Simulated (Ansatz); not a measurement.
## FeO: frozen-core PAW against all-electron methods

```
CELL_PARAMETERS angstrom
0.00000 2.15496 2.15496
2.15496 0.00000 2.15496
2.15496 2.15496 0.00000
ATOMIC_POSITIONS crystal
Fe 0.00000 0.00000 0.00000
O 0.50000 0.50000 0.50000
```

Atoms are numbered in the order listed.

Conventional cell: a = 4.310 Å, b = 4.310 Å, c = 4.310 Å, α = 90.00°, β = 90.00°, γ = 90.00°. Fe (atom 1) has 6 O at 2.15 Å as nearest neighbours. O (atom 2) is surrounded by 6 Fe at 2.15 Å.

The structure comes from a relaxation in the same program, started in the rocksalt type, and has space group Fm-3m. Whether it is a known phase or the ground state wasn't checked.

Semilocal functionals without U often leave such compounds metallic or with too small a gap, and the real magnetic order may differ.

Other magnetic orders may lie lower; this is the state that the run reached.

Methods: DFT, PBE, PAW with Ansatz's default frozen-core files, scalar-relativistic (Ansatz 0.2.0); DFT, PBE, all-electron LAPW, scalar-relativistic (Ansatz 0.2.0).

For PAW: a Γ-centred 16×16×16 k mesh, Fermi–Dirac smearing of 0.08 eV, cutoff 420 eV, spin-polarised from start moments Fe1 3 μB. LAPW targets a basis error of 1 meV/atom. The Ansatz runs share mesh, smearing and spin set-up. Plane-wave (PAW) pressures include the program's estimate of the Pulay term.

Stress and pressure are positive in compression.

Levels count from the Fermi level.

PAW results:

```json
{"quantity": "pressure (GPa)", "PAW": "-0.01"}
{"quantity": "moment of the cell (μB)", "PAW": "3.999"}
{"quantity": "highest filled spin-up level at L (eV)", "PAW": "-0.345"}
{"quantity": "lowest empty spin-up level at L (eV)", "PAW": "4.000"}
{"quantity": "highest filled spin-up level at K (eV)", "PAW": "-1.704"}
{"quantity": "lowest empty spin-up level at K (eV)", "PAW": "6.705"}
{"quantity": "highest filled spin-up level at X (eV)", "PAW": "-2.772"}
{"quantity": "lowest empty spin-up level at X (eV)", "PAW": "5.201"}
```

Question: What does LAPW (all electrons) give for the same quantities?

Answer: 
| quantity | LAPW |
| --- | --- |
| pressure (GPa) | -0.08 |
| moment of the cell (μB) | 3.999 |
| highest filled spin-up level at L (eV) | -0.345 |
| lowest empty spin-up level at L (eV) | 4.000 |
| highest filled spin-up level at K (eV) | -1.707 |
| lowest empty spin-up level at K (eV) | 6.719 |
| highest filled spin-up level at X (eV) | -2.765 |
| lowest empty spin-up level at X (eV) | 5.215 |
